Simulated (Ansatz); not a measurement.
A made-up structure of CH2FMg (charge -1), singlet:

```xyz
5
angstrom
F 1.3310 -1.2463 1.3297
C -1.5192 0.0904 -0.1503
Mg 0.6046 0.0485 0.2620
H -1.9352 -0.3526 -1.0838
H 1.6534 -1.7832 1.9899
```

It is relaxed with PBE-D4/def2-SVPD and then PBE0-D4/def2-TZVPD (Ansatz 0.2.0). Atoms count as bonded within 1.22 times the sum of their covalent radii (H–H: 0.88 Å). The end point is not checked to be a true minimum.

Task: Does its bonding change? (Judge from chemistry; the calculation decides.)

Result: By the calculation: Yes. Formed: F1–C2, C2–H5; broken: F1–Mg3, F1–H5.

Where it ends: The first stage lowers the energy by 4.27 eV in 43 steps. It ends as CH₂FMg ([F][CH2][Mg]), total charge -1:
```tsv
atom	x (Å)	y (Å)	z (Å)
F1	0.3170	-0.7815	1.8975
C2	-0.0226	-0.8037	0.4939
Mg3	0.4035	1.1164	-0.5988
H4	-1.0888	-1.0995	0.4681
H5	0.5254	-1.6748	0.0867
```

Labels in which every atom is bracketed show which atoms are joined, not bond orders.

For scale, one of the runs: PBE0-D4/def2-TZVPD relaxation, 130 basis functions, launched by `ansatz run in.yaml --threads 2 --pin off --events-out ev --progress --plain --max-ram 4352MiB`. The run took about 13 s on 2 CPU threads of an Arm Neoverse V1 (shared host).
